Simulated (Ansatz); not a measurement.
Z-matrix (Å, degrees):
```
Si
H 1 1.5439
H 1 1.5439 2 94.34
H 1 1.5439 2 94.34 3 -94.70
```
Charge 0, spin multiplicity 2.

Computed with frozen-core CCSD(T)/aug-cc-pVTZ // B3LYP-D3(BJ)/def2-TZVPD (Ansatz, an electronic-structure program). The geometry is that of the parent before the electron was removed.

| Quantity | Result |
|---|---|
| HF energy | -290.61602 Ha |
| MP2 correlation energy | -0.12089 Ha |

Q: Estimate the CCSD correlation energy, the (T) correction, the total energy and the T1 diagnostic.

A: 
```yaml
CCSD correlation energy: -0.14767 Ha
"(T) correction": -0.00424 Ha
CCSD(T) total energy: -290.76793 Ha
T1 diagnostic: 0.016
```
